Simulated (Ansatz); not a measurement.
```xyz
11

C    -0.0500    0.2056   -1.4012
C    -0.2969   -0.3190   -0.0235
N    -1.1211   -1.2537    0.1808
C     0.5029    0.3499    1.0626
F     0.2213   -0.1843    2.2968
H    -0.6666   -0.3395   -2.1134
H     1.0029    0.0957   -1.6783
H    -0.2878    1.2720   -1.4614
H    -1.1577   -1.4779    1.1766
H     0.2780    1.4221    1.0907
H     1.5750    0.2292    0.8703
```

Total charge 0; spin multiplicity 1.

(1) List the B3LYP/def2-TZVPP orbital energies in eV (Ansatz). (Estimate.)

## Answers

(1) Computed: Occupied: -671.73, -389.16, -279.34, -278.39, -277.05, -33.15, -25.03, -20.87, -19.43, -15.31, -14.44, -14.10, -14.09, -11.93, -11.52, -11.19, -10.25, -10.12, -8.58, -7.46. Lowest empty: -0.32, 0.63, 1.34, 2.12, 2.48, 2.93, 3.25, 3.45.

B3LYP here is the variant with VWN-RPA as its local correlation; programs differ in this.
